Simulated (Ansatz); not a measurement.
The cluster S3⁺, relaxed as a doublet with UKS PBE-D4/def2-TZVP in Ansatz, starting from the GFN1-xTB geometry. Force threshold 0.02 eV/Å.

The relaxation made no stability test and no search for a lower SCF solution. Another isomer (doublet) lies 0.52 eV lower at PBE0-D4/def2-TZVP; other spin states weren't run for this one.

Start:

```xyz
3

S    -0.801    1.536   -0.127
S     0.395    0.144    0.296
S     0.406   -1.681   -0.169
```

```json
{"step": "1", "energy (eV)": "-32484.1156", "largest force component (eV/Å)": "0.482", "SCF passes": "18"}
{"step": "2", "energy (eV)": "-32484.1243", "largest force component (eV/Å)": "0.072", "SCF passes": "23"}
{"step": "3", "energy (eV)": "-32484.1251", "largest force component (eV/Å)": "0.023", "SCF passes": "23"}
{"step": "4", "energy (eV)": "-32484.1251", "largest force component (eV/Å)": "0.005", "SCF passes": "16"}
```

Force components are those of the run's own axes.

End:

Cartesian coordinates in Å:
```
S -0.8071 1.5563 -0.1257
S 0.3929 0.1435 0.2940
S 0.4142 -1.6998 -0.1684
```

By distances, no bond broke or formed. The bond that changes most is S1–S2, from 1.88 to 1.90 Å (atoms count from 1).

No frequencies were taken in this run, so the end may be a saddle point.

It took 2.5 s on 4 threads of Arm Neoverse V1 on a shared host.
